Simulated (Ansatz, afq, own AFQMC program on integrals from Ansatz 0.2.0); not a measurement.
# Atomization energy of CH2B, doublet

```xyz
4

B     0.0000    0.0000    0.6493
C     0.0000    0.0000   -0.7007
H     0.0000    0.0000    1.8218
H     0.0000    0.0000   -1.7703
```

Connectivity, by distances: BH–CH.

Atoms in their ground-state spins without spin–orbit coupling (mostly on UHF) minus the molecule (UHF), without zero-point energy. The geometry is a stationary point, not shown to be a minimum.

Basis cc-pVDZ. Noble-gas cores (and the filled d shells of Ga–Kr and In–Xe) are frozen. Ansatz 0.2.0 and our own AFQMC program on the same integrals; the CISD trial comes from CCSD amplitudes, and released means the phaseless constraint is let go. Free projection: walkers drawn from exp(T), propagated without any constraint. Its projection time is finite, and what remains of the start isn't in its error. Error bars are statistical, one sigma. The errors of all members are added in quadrature.

No full CI on the walks' own integrals is used here; CCSDT(Q) serves as the reference and is uncertain by about the last step of the cluster series. Each member takes its own surest rung, up to full CI.

The best estimate is CCSD(T) at the basis-set limit (CBS: def2-TZVPP and def2-QZVPP, with their diffuse functions for anions and beside diffuse sets, CCSD(T) itself extrapolated) plus the step from CCSD(T) to CCSDT(Q) in cc-pVDZ. Rows without CBS are in cc-pVDZ, the functionals in def2-TZVP; B2PLYP and the wave-function rows carry a basis error of their own. Core correlation and relativity beyond core potentials are missing, and ± holds the sampling alone.

Cautions: other spins of the molecule weren't checked.

Best estimate: 322.1 kcal/mol.

```tsv
level	atomization energy (kcal/mol)	error against the best estimate (kcal/mol)
HF	243.1	-79.0
MP2	300.7	-21.4
CCSD	291.5	-30.5
CCSD(T)	294.8	-27.3
free AFQMC	295.0 ± 0.5	-27.1 ± 0.5
HF/CBS	250.0	-72.1
MP2/CBS	326.9	4.8
CCSD(T)/CBS	321.6	-0.5
PBE	334.6	12.5
r2SCAN	330.8	8.7
PBE0	328.8	6.7
B3LYP	327.9	5.8
wB97M-V	327.2	5.2
B2PLYP	323.7	1.6
surest rungs in cc-pVDZ	295.3	-26.8
```

Correlation beyond CCSD(T) adds 0.5 kcal/mol. Going to the basis-set limit adds 26.8 kcal/mol at CCSD(T). The perturbative (T) step is worth +3.3 kcal/mol. The functionals spread over 10.9 kcal/mol; B2PLYP comes nearest and PBE is 12.5 kcal/mol too high.

Best estimates are given only where the step beyond CCSD(T) is under 0.3 eV and no member's determinant is very poor (T1 over 0.05, or 0.07 for open shells, ⟨S²⟩ too high by 0.3, two states mixed), so the hardest cases are missing from such tables.

The functionals ran in a triple-zeta set and keep a basis error of their own, a few kJ/mol for each bond in atomization energies and more for double hybrids, so close places among them and the extrapolated levels can swap.

Free projections are given only where their last times agree within the noise and don't stop above the reference; a slow remainder of the start can still hide under it. Each member of a difference takes its own highest rung, so a best estimate needn't equal the limit plus the step of one row. A walk keeps the symmetry of its determinant, which the program's search chose and which needn't be the lowest solution, so a lower state of the same spin and another symmetry isn't excluded.
